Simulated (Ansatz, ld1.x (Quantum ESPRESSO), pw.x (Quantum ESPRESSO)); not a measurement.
lithium (Li): one change to the TM potential, in the atom and in the bcc crystal

Li, norm-conserving Troullier–Martins (Kleinman–Bylander form), made with ld1.x (Quantum ESPRESSO) 7.5 (PBE, scalar-relativistic). Core [He], reference 2s1 2p0. Waves: 2s (bound): rc 2.40 bohr; 2p (bound, empty): rc 4.20 bohr; 3d channel at 0.4 Ry: rc 3.25 bohr. Local part: the d channel. Core correction: none.

Change: all radii scaled by about 1.12 (s 2.70, p 4.72, d 3.64 bohr).

Cutoffs, loose and tight: the cutoffs (Ry, on a coarse ladder) from which the occupation-weighted sum of valence levels, in a spherical-Bessel basis at the reference potential, stays within 10 and 1 mRy of its value at 400 Ry. They do not see the model core or the augmentation charge, which bear on the density cutoff. Test errors are all-electron minus pseudo excitation energies from the reference, over the configurations 2s0.5 2p0; 2s0 2p1; variants that change the core or the reference have their own tests.

Crystal test: bcc Li in pw.x 7.5, no spin, 13³ k-points, Fermi–Dirac smearing 0.01 Ry, cutoffs set for each file from its atomic test. The reference is all-electron LAPW (Ansatz 0.2.0) with the same functional, mesh and smearing; V0 and B0 come from Birch–Murnaghan fits to the pressures at five volumes. Errors are pseudo minus all-electron; Δ is the rms difference of the E(V) curves that follow from these fits, minima aligned, over ±6 % about the mean V0. Mesh and smearing are coarse, so the numbers serve the comparison and aren't converged zero-temperature values; the lattice is a test structure that the element need not adopt.

All-electron: a0 = 3.436 Å (V0 = 20.29 Å³/atom), B0 = 13.8 GPa.

Problem. Does the change bring the crystal closer to the all-electron result?

Solution. The mean pressure error goes from -0.90 to -1.28 GPa, so the change moves the solid further from the all-electron pressures. Neither pressure curve crosses zero within the volumes sampled, so no fits are given.

```
                       quantity       base    changed
                 outcome (atom)  generated  generated
           cutoff, loose (atom)       6 Ry       6 Ry
           cutoff, tight (atom)       6 Ry       6 Ry
            bound ghosts (atom)       none       none
largest test error (meV) (atom)       +5.0       +5.0
           cutoffs in pw.x (Ry)     35/140     35/140
      mean pressure error (GPa)      -0.90      -1.28
```

Base: The largest radius (4.20 bohr) exceeds half the bond length (2.82 bohr), so the spheres overlap, which is one possible source of error among others. This is a poor potential for the solid. Changed file: The largest radius (4.72 bohr) exceeds half the bond length (2.82 bohr), so the spheres overlap, which is one possible source of error among others. This is a poor potential for the solid. The atomic tests give no hint of an error of this size, and its cause was not traced. The atomic cutoffs weigh occupied waves only.
